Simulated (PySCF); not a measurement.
Species: propane, C3H8.
SMILES: `CCC`

Method: EOM-IP-CCSD/aug-cc-pVDZ in PySCF, restricted Hartree–Fock reference, frozen core, non-relativistic, gas phase, PBE0-D3(BJ)/def2-SVP geometry.

Hartree–Fock orbital energies give these Koopmans values (eV): HOMO 12.58, HOMO-1 12.88, HOMO-2 12.96, HOMO-3 14.32, HOMO-4 14.92, HOMO-5 16.21, HOMO-6 16.88.

Question: What vertical ionisation energies does EOM-IP-CCSD give?

Answer: 
```json
{"leading hole (HF orbital)": "HOMO", "Koopmans (eV)": "12.58", "EOM-IP-CCSD (eV)": "11.88", "change (eV)": "-0.70", "one-hole share": "0.96"}
{"leading hole (HF orbital)": "HOMO-2", "Koopmans (eV)": "12.96", "EOM-IP-CCSD (eV)": "12.03", "change (eV)": "-0.93", "one-hole share": "0.96"}
{"leading hole (HF orbital)": "HOMO-1", "Koopmans (eV)": "12.88", "EOM-IP-CCSD (eV)": "12.06", "change (eV)": "-0.82", "one-hole share": "0.96"}
{"leading hole (HF orbital)": "HOMO-3", "Koopmans (eV)": "14.32", "EOM-IP-CCSD (eV)": "13.52", "change (eV)": "-0.80", "one-hole share": "0.96"}
{"leading hole (HF orbital)": "HOMO-4", "Koopmans (eV)": "14.92", "EOM-IP-CCSD (eV)": "13.97", "change (eV)": "-0.95", "one-hole share": "0.96"}
{"leading hole (HF orbital)": "HOMO-5", "Koopmans (eV)": "16.21", "EOM-IP-CCSD (eV)": "15.15", "change (eV)": "-1.06", "one-hole share": "0.95"}
{"leading hole (HF orbital)": "HOMO-6", "Koopmans (eV)": "16.88", "EOM-IP-CCSD (eV)": "15.77", "change (eV)": "-1.11", "one-hole share": "0.95"}
```

Question: Does the order of the lines follow the orbital energies?

Answer: No: the HOMO-2 hole (12.03 eV) falls below the HOMO-1 hole (12.06 eV). The corrections run from -1.11 to -0.70 eV, with a mean of -0.91 eV over the 7 lines; no line lies above its Koopmans value.

Question: At what kinetic energies would He I light (21.22 eV) eject these electrons?

Answer: 9.34 eV (HOMO), 9.19 eV (HOMO-2), 9.16 eV (HOMO-1), 7.70 eV (HOMO-3), 7.25 eV (HOMO-4), 6.07 eV (HOMO-5), 5.45 eV (HOMO-6).

Question: What total energy has the lowest final state, and which wavelength reaches it?

Answer: E(CCSD) + ionisation energy = -118.78784 + 0.43670 = -118.35114 Eh, at the geometry of the initial state. The threshold wavelength is 1239.84 eV nm/11.88 eV = 104.4 nm.

Lines less than 0.15 eV apart could change places at a higher level. One root was sought for each valence orbital with −ε under 21 eV, eight at most, so deeper holes and satellites are missing; no vibrational structure.

Time: 80 s of wall time. Hardware: one thread of an x86-64 server, on a shared host.
